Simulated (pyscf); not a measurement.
PySCF, gas phase, ωB97X-D3(BJ)/def2-SVP geometries.

### Question
F–SiH₃ + H₃Si–SH -> H₃Si–S–SiH₃ + HF
Surface: singlet. Broken: F–Si, H–S. Formed: S–Si, F–H. Give ΔE‡ and ΔE from ωB97M-D3(BJ)/def2-TZVP, relative to the separated reactants.

### Answer
ΔE‡ = 40.2 kcal/mol, ΔE = +16.9 kcal/mol. Zero-point energy shifts the barrier by -0.4 kcal/mol. It is a four-centre exchange, with an imaginary mode of 887i cm⁻¹. On the product side the descent ends in a complex, 5.8 kcal/mol under the separated species and 30.1 kcal/mol under the saddle at ωB97X-D3(BJ)/def2-TZVP. At ωB97X-D3(BJ) the barrier from the zero used here is 37.4 kcal/mol. This is the saddle that the search found; another between the same sides may lie lower.
